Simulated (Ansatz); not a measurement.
Ansatz input

```yaml
crystal:
  lattice:
    - [2.4273813297, 0.0, 0.0]
    - [-1.2136906648, 2.1021738962, 0.0]
    - [0.0, 0.0, 3.9230485377]
  atoms:
    - { symbol: Co, position: [0.3333333333, 0.6666666667, 0.25], spin: -1.556 }
    - { symbol: Co, position: [0.6666666667, 0.3333333333, 0.75], spin: -1.556 }
hamiltonian:
  xc: lda
  pseudopotentials:
    kind: paw
    azcp:
      Co: "pseudopotentials/Co.paw.azcp"
basis:
  ecutwfc: 420
  fft_grid_basis: typed
kpoints:
  mp_grid: { grid: [24, 24, 13], shift: [0, 0, 0] }
magnetization:
  spin_polarized: true
scf:
  occupations: { method: fermi_dirac, width: 0.05 }
```

and its output:

```
Warning: the record states the generating functional pbe (its physics header spells it `PBE`), which answers neither for hamiltonian.xc's functional nor for the lda family's — results may be inconsistent (PPs are generated against a specific XC)
Engine: ansatz 0.2.0, aarch64-unknown-linux-gnu
Pseudopotentials: kind: paw
Pseudopotential: Co, paw, valence charge 17, recommended cutoff 420 eV (normal) 
Functional definition: SPW92
  exchange = slater_x
  correlation = pw_c
Crystal: 2 atoms, lattice volume = 20.018 Å³
Basis set: ecut = 420 eV, 391 PW (Γ)
Bands: 23, of which v1, the nominal top of the filled ones, is band 17 counted from 1 (16 counted from 0)
Symmetry: 24 space group operations
Space group: P63/mmc (ITA 194), of the structure as read, at distance tolerance 2.7e-5 Å
Magnetic group: BNS 194.263 (UNI 1493), of the structure as read, at distance tolerance 2.7e-5 Å
k-points: 427 of 7488
Non-local potential: Co, projectors of the file, l = 0: 3, l = 1: 2, l = 2: 3, l = 3: 1
PAW form: soft (Blöchl's): semilocal exchange-correlation on the pseudo side does not see the compensation charge
PAW frozen core: Co, regenerated for the run's functional, and the local potential with it (the file was generated under x = pbe(κ = 0.804, μ = 0.2195149727645171), c = pbe(β = 0.06672455060314922))
PAW one-centre angular grid: Co, 590 points (default); XC on 64 Gauss nodes
Initial density: superposition of atomic densities (chi_scale 0.1, normalization cell)
Starting moments: Σ|m| = 3.112 μB on 2 of 2 sites
Initial wavefunctions: pseudopotential atomic-orbital guess
Functional: x = slater, c = lda
SCF iter   1: F=—  HF=-10125.011765 eV  |F-HF|=—  |Δ(HF+E_count)|=         —  Δρ=1.03e-1 (↑1.03e-1 ↓8.11e-2)  dr2=3.73e0  dr2_m=4.07e-2  M=-2.732 μB ∫|m|=2.813 μB  β_m=0.30  ethr=3.10e-3  ⟨swp⟩=5.3  Hψ=73882  notcnv=0
Mixer restart at iter 1: flushing history
SCF iter   2: F=—  HF=-10123.819794 eV  |F-HF|=—  |Δ(HF+E_count)|=    1.19e0  Δρ=6.45e-2 (↑6.45e-2 ↓3.09e-2)  dr2=2.23e-1  dr2_m=4.00e-1  M=-3.149 μB ∫|m|=3.268 μB  β_m=0.35  ethr=3.10e-3  ⟨swp⟩=2.8  Hψ=42118  notcnv=0  defer=366
SCF iter   3: F=—  HF=-10124.388634 eV  |F-HF|=—  |Δ(HF+E_count)|=   5.69e-1  Δρ=4.58e-2 (↑2.03e-2 ↓4.58e-2)  dr2=5.60e-2  dr2_m=1.95e-1  M=-3.148 μB ∫|m|=3.290 μB  β_m=0.51  ethr=6.55e-4  ⟨swp⟩=2.1  Hψ=30344  notcnv=0  defer=372
SCF iter   4: F=—  HF=-10125.232282 eV  |F-HF|=—  |Δ(HF+E_count)|=   8.44e-1  Δρ=2.79e-2 (↑3.85e-3 ↓2.79e-2)  dr2=7.66e-2  dr2_m=4.43e-2  M=-3.082 μB ∫|m|=3.248 μB  β_m=0.76  ethr=1.65e-4  ⟨swp⟩=2.9  Hψ=40622  notcnv=0  defer=367
SCF iter   5: F=—  HF=-10125.521754 eV  |F-HF|=—  |Δ(HF+E_count)|=   2.89e-1  Δρ=1.84e-2 (↑4.99e-3 ↓1.84e-2)  dr2=6.39e-2  dr2_m=8.63e-3  M=-3.044 μB ∫|m|=3.227 μB  β_m=0.88  ethr=1.65e-4  ⟨swp⟩=2.2  Hψ=33320  notcnv=0  defer=352
SCF iter   6: F=—  HF=-10125.541738 eV  |F-HF|=—  |Δ(HF+E_count)|=   2.00e-2  Δρ=4.97e-3 (↑4.97e-3 ↓4.08e-3)  dr2=6.66e-5  dr2_m=3.73e-3  M=-3.027 μB ∫|m|=3.216 μB  β_m=0.94  ethr=1.65e-4  ⟨swp⟩=2.3  Hψ=36015  notcnv=0  defer=368
SCF iter   7: F=—  HF=-10125.542207 eV  |F-HF|=—  |Δ(HF+E_count)|=   4.69e-4  Δρ=2.06e-3 (↑2.06e-3 ↓1.31e-3)  dr2=6.38e-5  dr2_m=5.19e-4  M=-3.025 μB ∫|m|=3.216 μB  β_m=0.97  ethr=1.96e-7  ⟨swp⟩=2.3  Hψ=36634  notcnv=0  defer=363
SCF iter   8: F=—  HF=-10125.542192 eV  |F-HF|=—  |Δ(HF+E_count)|=   1.52e-5  Δρ=7.74e-4 (↑7.74e-4 ↓5.80e-4)  dr2=6.38e-6  dr2_m=8.36e-5  M=-3.026 μB ∫|m|=3.218 μB  β_m=0.98  ethr=1.88e-7  ⟨swp⟩=1.5  Hψ=23928  notcnv=0  defer=363
SCF iter   9: F=—  HF=-10125.542188 eV  |F-HF|=—  |Δ(HF+E_count)|=   3.37e-6  Δρ=1.78e-4 (↑1.78e-4 ↓1.18e-4)  dr2=5.12e-7  dr2_m=3.99e-6  M=-3.026 μB ∫|m|=3.219 μB  β_m=0.99  ethr=1.88e-8  ⟨swp⟩=1.5  Hψ=24191  notcnv=0  defer=363
SCF iter  10: F=—  HF=-10125.542188 eV  |F-HF|=—  |Δ(HF+E_count)|=   3.25e-7  Δρ=5.54e-6 (↑5.54e-6 ↓3.37e-6)  dr2=8.58e-9  dr2_m=3.42e-10  M=-3.026 μB ∫|m|=3.219 μB  β_m=0.89  ethr=1.51e-9  ⟨swp⟩=1.5  Hψ=26254  notcnv=0  defer=363
SCF iter  11: F=-10125.542188 eV  HF=-10125.542188 eV  |F-HF|=1.86e-10  |Δ(HF+E_count)|=   1.95e-9  Δρ=1.44e-6 (↑1.44e-6 ↓8.25e-7)  dr2=1.92e-10  dr2_m=3.60e-11  M=-3.026 μB ∫|m|=3.219 μB  ethr=2.52e-11  ⟨swp⟩=1.0  Hψ=53872  notcnv=0
SCF 1 converged in 11 iterations: F = -10125.542188 eV  dr2 = 1.92e-10
SCF converged after 11 iterations
Magnetization: -3.0264 μB (15.4868 up, 18.5132 down)
Absolute magnetization: 3.2199 μB (∫|ρ↑−ρ↓|, with the PAW one-centre terms)
Spin contamination: 0.0310 ħ² per cell (⟨S²⟩ above its minimum at these occupations)
Per-site moments (μB) at R_I (Å): [(-1.558100359755286, 0.9944276961581299), (-1.5581003597552856, 0.9944276961581299)]
Free energy (F): -10125.542188 eV
Harris-Foulkes:  -10125.542188 eV  (|F-HF|=1.86e-10)
Internal energy: -10125.528573 eV  (E = F + TS)
E sigma→0 (E₀):  -10125.535380 eV
Entropy (-TS):   -0.013615 eV (-6.808 meV/atom)
Fermi energy:    20.091073 eV
--- Per-component energies (eV) ---
  E_band       = -434.195660
  E_kinetic    = 912.856806
  E_local      = -5441.999095  (includes V_loc(G=0)·N_el)
  E_nonlocal   = 918.517196
  E_hartree    = 2283.468703
  E_xc         = -317.062835
  E_vxc        = -411.641588  (∫ρ·V_xc dr)
  E_paw        = -2905.195755  (= ΣΔE_a)
  E_vpaw       = -978.866057  (= ΣTr[D̂ρ^β])
  E_aug_tail   = 0.000067  (compensation charges beyond the density's cutoff)
  E_ewald      = -5576.950161
  E_core_change = 0.836501  (= ΣΔE_core)
  E_smearing   = -0.013615  (= −TS)
  E_closure    = 0.000000  (closes the sum)
  Σ components = -10125.542188   (vs F -10125.542188, Δ=0.00e0)
```
